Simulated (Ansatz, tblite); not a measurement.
**The cluster GeO₂−: a ladder of methods and basis sets**

Aim: run the doublet of the cluster GeO₂− at one geometry on many levels, and compare frontier levels, spin and run time.

Computed with Ansatz 0.2.0, Gaussian basis. Level: as each input shows.

The runs, in order: GFN1-xTB, GFN2-xTB, PBE-D4/def2-TZVPD, r2SCAN-D4/def2-TZVPD, B3LYP-D4/def2-TZVPD, PBE-QIDH/def2-TZVPD, ωB97M-V/def2-TZVPD, r2SCAN0-D4/def2-TZVPD, HF/def2-TZVPD, PBE+5HF/def2-TZVPD, PBE+10HF/def2-TZVPD, PBE+15HF/def2-TZVPD, PBE+35HF/def2-TZVPD, PBE+50HF/def2-TZVPD, PBE-D4/def2-SVPD, PBE0-D4/def2-SVPD, HF/6-31G, B3LYP-D4/6-31G, CCSD(T)/def2-TZVPPD, MP2/def2-TZVPD, RPA/def2-TZVPD.

**1. The structure**

The doublet was relaxed beforehand with PBE-D4/def2-TZVPD. At that level it is the lowest of the isomers that a small search found.

3 atoms, charge -1, spin multiplicity 2.

Bond lengths: Ge1–O2 1.716 Å, Ge1–O3 1.716 Å. Angles: O2–Ge1–O3 131.9°.

The ion is computed in the gas phase, without counter-ions or solvent.

PBE0-D4/def2-TZVPD was run before; its log isn't repeated, and its numbers join the tables.

**2. GFN1-xTB**

Tight binding, by tblite at 300 K electronic temperature and without a spin-polarisation term:

```python
tblite.interface.Calculator('GFN1-xTB', numbers, positions, charge=-1, uhf=1).singlepoint()
```

Energy -305.7377 eV; 0.002 s.

**3. GFN2-xTB**

Tight binding, by tblite at 300 K electronic temperature and without a spin-polarisation term:

```python
tblite.interface.Calculator('GFN2-xTB', numbers, positions, charge=-1, uhf=1).singlepoint()
```

Energy -279.7987 eV; 0.001 s.

**4. PBE-D4/def2-TZVPD**

start.molden holds the orbitals of an earlier run on this state, given as this run's starting guess.

The input, in.yaml:

```yaml
crystal:
  periodic: [false, false, false]
  atoms:
    - {symbol: Ge, position_ang: [0.462591, -0.056737, 0.012842]}
    - {symbol: O, position_ang: [-0.424351, -1.523022, 0.093607]}
    - {symbol: O, position_ang: [-0.038239, 1.579759, -0.106449]}
basis:
  gaussian: {orbitals: def2-TZVPD, initial_orbitals: start.molden}
total_charge: -1
magnetization: {spin_polarized: true, initial_magnetization: 1}
hamiltonian: {xc: pbe, dispersion: d4}
scf: {omitted_lower_state_checks: [starts]}
output: {orbitals: {seedname: orbitals}}
```

Command:

```console
$ ansatz run in.yaml --threads 4 --pin off --events-out ev --progress --plain --max-ram 3916MiB
```

Further steps of the session: r2SCAN-D4/def2-TZVPD; B3LYP-D4/def2-TZVPD; PBE-QIDH/def2-TZVPD; ωB97M-V/def2-TZVPD; r2SCAN0-D4/def2-TZVPD; HF/def2-TZVPD; PBE+5HF/def2-TZVPD; PBE+10HF/def2-TZVPD; PBE+15HF/def2-TZVPD; PBE+35HF/def2-TZVPD; PBE+50HF/def2-TZVPD; PBE-D4/def2-SVPD; PBE0-D4/def2-SVPD; HF/6-31G; B3LYP-D4/6-31G; CCSD(T)/def2-TZVPPD; MP2/def2-TZVPD; RPA/def2-TZVPD.

**Question.** What will the summary of the whole plan be? Wanted: gap in def2-TZVPD, named functionals and Hartree-Fock, smallest and largest; gap over the share of exact exchange; correlation energy, CCSD(T)/def2-TZVPPD; correlation energy, MP2/def2-TZVPD; ⟨S²⟩ in def2-TZVPD, named functionals and Hartree-Fock, smallest and largest; PBE0 total energy, smallest basis above largest.

**Answer**, as computed:

```
                                                                    quantity                             value
 gap in def2-TZVPD, named functionals and Hartree-Fock, smallest and largest    0.93 eV (PBE-D4), 9.04 eV (HF)
                                        gap over the share of exact exchange      0.93 eV at 0, 5.20 eV at 0.5
                                     correlation energy, CCSD(T)/def2-TZVPPD                         -20.70 eV
                                          correlation energy, MP2/def2-TZVPD                         -20.20 eV
⟨S²⟩ in def2-TZVPD, named functionals and Hartree-Fock, smallest and largest                      0.753, 0.802
                             PBE0 total energy, smallest basis above largest  11.85 eV (def2-SVPD, def2-TZVPD)
```

**Reading.** Over the named functionals and Hartree-Fock in def2-TZVPD the gap runs from 0.93 eV (PBE-D4) to 9.04 eV (HF); exact exchange widens it. Raising the share of exact exchange from 0 to 0.5 moves the HOMO by -2.51 eV and the LUMO by +1.76 eV. Over the named functionals and Hartree-Fock in def2-TZVPD spin contamination reaches 0.05 (HF), which is small. PBE-D4 puts the HOMO above zero; others here keep it below zero, so the sign hangs on the functional's self-interaction and doesn't show that the species is unbound.
